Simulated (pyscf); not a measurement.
H₃C–CH(CH₃)–SiH₂–OH (SMILES CC(C)[SiH2]O) → H₃C–CH(CH₃)–O–SiH₃ (SMILES CC(C)O[SiH3]), a concerted two-bond exchange (singlet surface; C–Si, H–O broken, C–O, H–Si formed). Single points on ωB97X-D3(BJ)/def2-SVP structures (PySCF, gas phase). Energies in kcal/mol from the reactant's lowest minimum found.

Small-basis levels: PySCF, no dispersion term, spherical d functions. 

In single points B3LYP/6-31G* puts the saddle at 131.1 kcal/mol and the reaction energy at +7.7 kcal/mol. Should these be trusted to within a few kcal/mol? Compare with ωB97M-D3(BJ)/def2-TZVP.

ωB97M-D3(BJ)/def2-TZVP gives ΔE‡ = 141.4 kcal/mol and ΔE = +14.9 kcal/mol. B3LYP/6-31G* lies 10.3 kcal/mol under it in the barrier and 7.2 kcal/mol under it in the reaction energy, so on this step it does not hold to within 3.0 kcal/mol. ωB97M-D3(BJ)/def2-TZVP has limits of its own. From the product side, H₃C–CH•–CH₃ + •O–SiH₃ lies, by one bond made or cut, 27.8 kcal/mol under this saddle at ωB97M-D3(BJ). The same reactants have a lower exit, to H₃C–CH•–CH₃ + HO–SiH₂• (no saddle counted: cutting one bond costs +88.7 kcal/mol at ωB97M-D3(BJ), against +141.4 kcal/mol here). H₃C–CH(CH₃)–SiH₂–OH lies 26.6 kcal/mol over its isomer H₃C–Si(CH₃)(CH₃)–OH (electronic energy, ωB97M-D3(BJ)). H₃C–CH(CH₃)–O–SiH₃ lies 41.5 kcal/mol over its isomer H₃C–Si(CH₃)(CH₃)–OH (electronic energy, ωB97M-D3(BJ)). This is the saddle that the search found; another between the same sides may lie lower. One closed-shell reference is unstable to symmetry breaking; treat the single-reference values with care.
